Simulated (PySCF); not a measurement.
**Aluminium: a sound run and one with changed settings**

Sound run: Al [Ne] 3s2 3p1, Al⁺ [Ne] 3s2. Calculation: PySCF 2.14, in jorge-DZP-DKH (7s4p1d, 24 functions); the spin-free X2C one-electron Hamiltonian (Gaussian nucleus). In the sound run the correlated levels freeze [Ne]. The sound run starts from symmetry-adapted Hartree-Fock orbitals and uses a fine grid where one is needed.

Changed run: the non-relativistic Hamiltonian (point nucleus). This setting is unsound on purpose.

| species | method | sound run (hartree) | changed run (hartree) | converged |
| --- | --- | --- | --- | --- |
| Al | UHF | -242.30642 | -241.81637 | yes |
| Al | TPSS | -242.81550 | -242.32277 | yes |
| Al | r2SCAN | -242.76590 | -242.27348 | yes |
| Al | MP2 | -242.33766 | -241.84763 | yes |
| Al | CCSD(T) | -242.35460 | -241.86463 | yes |
| Al⁺ | UHF | -242.10170 | -241.61127 | yes |
| Al⁺ | TPSS | -242.58991 | -242.09678 | yes |
| Al⁺ | r2SCAN | -242.53961 | -242.04676 | yes |
| Al⁺ | MP2 | -242.12714 | -241.63675 | yes |
| Al⁺ | CCSD(T) | -242.14021 | -241.64988 | yes |

Ionisation energy of Al:

```tsv
method	sound run (eV)	changed run (eV)
UHF	5.571	5.581
TPSS	6.138	6.150
r2SCAN	6.158	6.169
MP2	5.728	5.738
SCS-MP2	5.710	5.720
CCSD	5.814	5.824
CCSD(T)	5.834	5.844
```

Most of the change in total energy is the relativistic energy itself. On top of that the contraction fixes the core shape for the Hamiltonian it was made with, so the changed run is not a good calculation with the other Hamiltonian either.

For comparison, NIST gives 5.986 eV between the lowest levels.
